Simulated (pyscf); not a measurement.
# Routes from `[AsH2][AsH2]`

Candidate steps break at most two bonds and form at most two. Each was searched with GFN2-xTB (tblite) first. Single points on ωB97X-D3(BJ)/def2-SVP structures (PySCF, gas phase). Energies: ωB97M-D3(BJ)/def2-TZVP, kcal/mol, from the reactant's lowest minimum found, singlet surface; ΔG‡ with ideal gas, 1 atm, RRHO with modes under 100 cm⁻¹ raised to 100, one conformer, R ln 2 for chiral ones without a mode under 150 cm⁻¹.

```csv
products,type,ΔE‡,ΔE,ΔG‡ 298 K,ΔG‡ 900 K,ν‡ (cm⁻¹)
H₂As–AsH₂,concerted two-bond exchange,59.3,0.0,56.4,57.4,767i
HAs=AsH + H₂,elimination,81.4,+23.6,78.6,79.1,1063i
```

Under all of these lies the exit to AsH₂• + AsH₂• (no saddle counted: cutting one bond costs +49.8 kcal/mol at ωB97M-D3(BJ)/def2-TZVP). Plain bond fissions and candidates not yet searched are not listed, and one of them may be faster. Each barrier is that of the saddle found; lower ones may exist. One closed-shell reference is unstable to symmetry breaking; treat the single-reference values with care. Elements up to Kr have no core potential and no relativistic terms here.
